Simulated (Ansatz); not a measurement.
# C2H2O2S: how energies converge with the basis set

How large a basis does C2H2O2S need? Two functionals are run in growing sets.

Program: Ansatz 0.2.0, Gaussian basis. Level of theory: one geometry, several basis sets. These are calculated values, not measurements.

Levels to be run: PBE0-D4/def2-SVP; ωB97M-V/def2-SVP; PBE0-D4/def2-QZVPP; ωB97M-V/def2-QZVPP; the functionals' def2-TZVPP values are taken from earlier runs.

## Step 1: Structure used throughout

The geometry comes from an earlier relaxation with PBE0-D4 in a triple-zeta def2 set; it is a stationary point, not always the lowest conformer.

7 atoms, charge 0, spin multiplicity 1.

Atoms are counted from 1 here; the program's logs count them from 0.

Bond lengths: O1–C2 1.186 Å, C2–O3 1.369 Å, C2–H6 1.097 Å, O3–C4 1.358 Å, C4–S5 1.598 Å, C4–H7 1.088 Å. Angles: O1–C2–O3 125.8°, O1–C2–H6 126.2°, O3–C2–H6 108.0°, C2–O3–C4 118.2°, O3–C4–S5 122.0°, O3–C4–H7 112.9°, S5–C4–H7 125.1°.

## Step 2: PBE0-D4 in def2-SVP

Input file in.yaml:

```yaml
crystal:
  periodic: [false, false, false]
  atoms:
    - {symbol: O, position_ang: [-0.490072, -1.492296, 0.808063]}
    - {symbol: C, position_ang: [0.476068, -0.804079, 0.792091]}
    - {symbol: O, position_ang: [0.634257, 0.337261, 0.053100]}
    - {symbol: C, position_ang: [-0.394558, 0.736006, -0.738706]}
    - {symbol: S, position_ang: [-0.308357, 2.052288, -1.640083]}
    - {symbol: H, position_ang: [1.397848, -0.967530, 1.363817]}
    - {symbol: H, position_ang: [-1.253887, 0.070449, -0.683982]}
basis:
  gaussian: {orbitals: def2-SVP}
hamiltonian: {xc: pbe0, dispersion: d4}
output: {orbitals: {seedname: orbitals}}
```

Started as:

```bash
$ ansatz run in.yaml --threads 2 --pin off --events-out ev --progress --plain --max-ram 4352MiB
```

The runs that follow: ωB97M-V in def2-SVP; PBE0-D4 in def2-QZVPP; ωB97M-V in def2-QZVPP.

Q: Predict the results of all the runs planned. Wanted: PBE0-D4: double and triple zeta above quadruple; ωB97M-V: double and triple zeta above quadruple.

**Answer**, as computed:

| quantity | value |
| --- | --- |
| PBE0-D4: double and triple zeta above quadruple | 11.58, 0.65 eV |
| ωB97M-V: double and triple zeta above quadruple | 11.72, 0.62 eV |

In words: For PBE0-D4 the step from double to triple zeta gains 10.93 eV and the next only 0.65 eV. These are total energies; as a rule much of such shifts cancels in differences, which this series doesn't test.
